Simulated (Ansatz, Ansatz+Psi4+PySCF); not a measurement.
```xyz
3

C     0.0000    0.0000    0.0000
O     0.0000    0.0000    1.1987
O     0.0000    0.0000   -1.1987
```

Basis set: cc-pVTZ (spherical functions). Left uncorrelated: 3 orbitals. Charge 0, multiplicity 1.

Computed with Ansatz (development build ahead of 0.2.0); each method stands on the lowest determinant of its kind that the runs found. Restricted open shells among the atoms or ions are ROHF, correlated in semicanonical orbitals with singles.

The atomization energy at this shape (free ground-state atoms in the same class of orbitals less the molecule, no zero-point energy) of singlet CO₂:

```csv
method,atomization energy
RHF-CCSD(T),1562.1 kJ/mol
RHF-MP2,1671.7 kJ/mol
```

(1) What does RHF give?

Results:

(1) 1037.5 kJ/mol.
